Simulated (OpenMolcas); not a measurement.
# NO2F (nitryl fluoride): a chain of runs

Aim: the energy (singlet NO2F, HF/6-31G), then the energy (singlet NO2F, CASSCF(6,6)/6-31G), then a single-point energy (singlet NO2F, CASPT2(6,6)/6-31G), then a single-point energy (triplet NO2F, CASPT2(6,6)/6-31G) of FNO2. 

Program for the calculation: OpenMolcas 26.06.

## 1. The system as given

NO2F has 4 atoms, charge 0, and is taken as a singlet. SMILES: `O=[N+]([O-])F`. The coordinates come from a GFN2-xTB relaxation.

Bond lengths: O1–N2 1.145 Å, N2–O3 1.145 Å. Angles: O1–N2–O3 140.2°. A long bond or contact: N2–F4 1.545 Å.

## 2. The energy at HF/6-31G (run 1)

struct.xyz

```xyz
4

O      0.188740     0.465950     1.115660
N      0.109710    -0.098240     0.122020
O      0.475520    -1.064170    -0.373030
F     -0.773970     0.696460    -0.864650
```

step1.input

```
&gateway
coord = struct.xyz
basis = 6-31G
group = NoSym
&seward
&scf
prorbitals = 0
```

Started as:

```
$ export MOLCAS_MEM=1860
$ pymolcas step1.input > step1.log
```

What it wrote (excerpt; [...] marks lines left out):

```text
--- Start Module: gateway ---
[...]
--- Stop Module: gateway /rc=_RC_ALL_IS_WELL_ ---
--- Start Module: seward ---
[...]
      Basis functions           36
--- Stop Module: seward /rc=_RC_ALL_IS_WELL_ ---
[...]
--- Start Module: scf ---
[...]
       Convergence after  12 Iterations
[...]
::    Total SCF energy                               -303.2399363959
[...]
      Total spin, S                                     0.0000000000
[...]
      Total electronic charge=   32.000000
      Total            charge=   -0.000000
[...]
      Dipole Moment (debye):
      Origin of the operator (angstrom)=   -0.0391    0.0352   -0.0437
                   X=  5.7551E-01               Y= -5.1604E-01               Z=  6.4095E-01           Total=  1.0042E+00
      Quadrupole Moment (debye*angstrom):
[...]
--- Stop Module: scf /rc=_RC_ALL_IS_WELL_ ---
[...]
```

Wall time 2.9 s (1 thread of Arm Neoverse N1, shared host); peak memory 0.37 GiB.

## 3. The energy at CASSCF(6,6)/6-31G (run 2)

struct.xyz is that of step 2.

step2.inp

```
* FNO2 CASSCF

&GATEWAY
  COORD
  struct.xyz
  BASIS
  6-31G
  GROUP
  NoSym

&SEWARD

&RASSCF
  FILEORB
  $CurrDir/step1.ScfOrb
  SPIN
  1
  NACTEL
  6 0 0
  INACTIVE
  13
  RAS2
  6
  ORBLISTING
  Nothing
```

Started as:

```
$ export MOLCAS_MEM=1860
$ pymolcas step2.inp > step2.log
```

What it wrote (excerpt; [...] marks lines left out):

```text
--- Start Module: gateway ---
[...]
--- Stop Module: gateway /rc=_RC_ALL_IS_WELL_ ---
--- Start Module: seward ---
[...]
      Basis functions           36
--- Stop Module: seward /rc=_RC_ALL_IS_WELL_ ---
[...]
--- Start Module: rasscf ---
[...]
      Number of active orbitals                  6
[...]
      Spin quantum number                      0.0
[...]
      Active orbitals                            6
[...]
      Number of CSFs                           175
[...]
      Number of root(s) required                 1
[...]
      Convergence after 18 iterations
[...]
      printout of CI-coefficients larger than  0.05 for root  1
      energy=    -303.361231
      conf/sym  111111     Coeff  Weight
             1  222000  -0.94915 0.90089
            11  220200   0.19077 0.03639
            26  u2du0d  -0.07111 0.00506
            31  202020   0.20316 0.04128
            51  u2ud0d  -0.07929 0.00629
      Natural orbitals and occupation numbers for root  1
      sym 1:   1.977153   1.910989   1.907635   0.092631   0.091903   0.019690
      ************************************************************************************************************************
      *                                                    Final results                                                     *
[...]
::    RASSCF root number  1 Total energy:   -303.36123120
[...]
      Total electronic charge=   32.000000
      Total            charge=   -0.000000
[...]
      Dipole Moment (debye):
      Origin of the operator (angstrom)=   -0.0391    0.0352   -0.0437
                   X=  2.9345E-01               Y= -2.6290E-01               Z=  3.2676E-01           Total=  5.1186E-01
      Quadrupole Moment (debye*angstrom):
[...]
--- Stop Module: rasscf /rc=_RC_ALL_IS_WELL_ ---
[...]
```

Run time: 3.9 s. Hardware: 1 thread of Arm Neoverse N1, shared host; peak memory 0.37 GiB.

Run 3 isn't shown in full; the table further down has it.

## 4. The triplet: a single-point energy at CASPT2(6,6)/6-31G (ipea shift 0.25 Eh, pt2 variant SS) (run 4)

step4.input

```
* FNO2 CASPT2
&GATEWAY
Coord
4
angstrom
O        0.188740       0.465950       1.115660
N        0.109710      -0.098240       0.122020
O        0.475520      -1.064170      -0.373030
F       -0.773970       0.696460      -0.864650
Basis=6-31G
Group=NoSym
&SEWARD
&RASSCF
FileOrb=$CurrDir/step2.RasOrb
Spin=3
Nactel=6 0 0
Inactive=13
Ras2=6
OrbListing=Nothing
&CASPT2
Imaginary=0.2
```

Started as:

```
$ export MOLCAS_MEM=1860
$ pymolcas step4.input > step4.log
```

What it wrote (excerpt; [...] marks lines left out):

```text
--- Start Module: gateway ---
[...]
--- Stop Module: gateway /rc=_RC_ALL_IS_WELL_ ---
[...]
      Basis functions           36
[...]
--- Start Module: rasscf ---
[...]
      Number of active orbitals                  6
[...]
      Spin quantum number                      1.0
[...]
      Active orbitals                            6
[...]
      Number of CSFs                           189
[...]
      Number of root(s) required                 1
[...]
      Convergence after 42 iterations
[...]
      printout of CI-coefficients larger than  0.05 for root  1
      energy=    -303.204599
      conf/sym  111111     Coeff  Weight
             1  22uu00  -0.97526 0.95112
            74  20uu20   0.19787 0.03915
            98  02uu02   0.06855 0.00470
      Natural orbitals and occupation numbers for root  1
      sym 1:   1.987264   1.917424   1.000267   0.999737   0.082835   0.012474
      ************************************************************************************************************************
      *                                                    Final results                                                     *
[...]
::    RASSCF root number  1 Total energy:   -303.20459948
[...]
      Total electronic charge=   32.000000
      Total            charge=   -0.000000
[...]
      Dipole Moment (debye):
      Origin of the operator (angstrom)=   -0.0391    0.0352   -0.0437
                   X=  6.8138E-01               Y= -5.8899E-01               Z=  7.9836E-01           Total=  1.2036E+00
      Quadrupole Moment (debye*angstrom):
[...]
--- Stop Module: rasscf /rc=_RC_ALL_IS_WELL_ ---
[...]
--- Start Module: caspt2 ---
[...]
      E2 (Variational):          -0.3610717866
      Total energy:            -303.5656712675
[...]
      Reference weight:           0.90224
[...]
::    CASPT2 Root  1     Total energy:   -303.56567127
[...]
--- Stop Module: caspt2 /rc=_RC_ALL_IS_WELL_ ---
[...]
```

Wall time 6 s (1 thread of Arm Neoverse N1, shared host); peak memory 0.37 GiB.

## 5. The series

```tsv
run	level	active rule	inactive	partner	energy (Eh)	dipole moment (D) of the reference	wall time
1	HF/6-31G	–	–	base	-303.239936	1.00	2.9 s
2	CASSCF(6,6)/6-31G	frontier window	13	base	-303.361231	0.51	3.9 s
3	CASPT2(6,6)/6-31G (ipea shift 0.25 Eh, pt2 variant SS)	frontier window	13	base	-303.762626	0.51	3.3 s
4	CASPT2(6,6)/6-31G (ipea shift 0.25 Eh, pt2 variant SS)	frontier window	13	triplet	-303.565671	1.20	6 s
```

## 6. Results

| quantity | value |
| --- | --- |
| triplet: total energy | -303.56567 Eh |
| triplet: dipole moment (CASSCF density) | 1.20 D |
| vertical energy of the triplet above the singlet | 5.359 eV |

At this shape the triplet lies 5.36 eV (124 kcal/mol) above the singlet. Below the HF energy at the same shape and in the same basis (6-31G): CASSCF(6,6) -121.3 mEh; CASPT2(6,6) -522.7 mEh. Active-space methods hold only the correlation inside their space unless a perturbation or CI step follows. All runs together took 16 s, the longest 6 s.
